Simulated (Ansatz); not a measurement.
A displaced shape of singlet HCl:

```csv
atom,x (Å),y (Å),z (Å)
H,-0.0070,0.0401,-1.2429
Cl,-0.0224,0.0447,0.0725
```

It was optimised with HF/def2-SVP in Ansatz (development build ahead of 0.2.0) to forces under 0.001 eV/Å, with restricted orbitals. Each step stands on the lowest determinant of that kind that the program's search found.

Q: What shape does it relax to, and how does the optimisation go?

A:

```yaml
atoms:
  - { symbol: H, position_ang: [-0.0072, 0.0402, -1.2209] }
  - { symbol: Cl, position_ang: [-0.0221, 0.0446, 0.0505] }
```

Bond lengths: H1–Cl2 1.272 Å.

```
step  E − E(start) (eV)  largest force (eV/Å)
   1             0.0000                1.4167
   2            -0.0288                0.4983
   3            -0.0324                0.0344
   4            -0.0324                0.0004
```

The optimisation ended after 4 steps with its threshold met.
